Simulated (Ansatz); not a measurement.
Species: C$_{2}$H$_{4}$S, net charge 0, singlet state. 
Structure (B3LYP-D3(BJ)/def2-TZVP (Ansatz, a program for electronic structure) minimum search):
```xyz
7

C      0.0060    -0.7464    -0.7914
S     -0.0041     0.0076     0.8672
C      0.0015     0.7325    -0.8043
H     -0.9035    -1.2637    -1.0683
H      0.9212    -1.2581    -1.0598
H      0.9136     1.2450    -1.0816
H     -0.9112     1.2394    -1.0901
```
Charge 0, spin multiplicity 1.

Computed values are from Ansatz. Correlated levels leave the core frozen unless marked. UHF or UKS for open shells. Spin-orbit coupling is left out. Non-relativistic. CBS(X,Y): correlation extrapolated as X^-3; Hartree-Fock from the larger set. The bracket is a focal-point correction in the basis named.

What is the total energy at RI-MP2/CBS(cc-pV(T+d)Z,cc-pV(Q+d)Z)+[CCSD(T)-MP2]/cc-pV(T+d)Z?

-476.2550 Eh.

What is the atomisation energy De at RI-MP2/CBS(cc-pV(T+d)Z,cc-pV(Q+d)Z)+[CCSD(T)-MP2]/cc-pV(T+d)Z?

625.1 kcal/mol.

What is the dipole moment at CCSD(T)/aug-cc-pV(D+d)Z?

1.91 D.

What is the T1 diagnostic at CCSD/cc-pV(T+d)Z?

0.010.
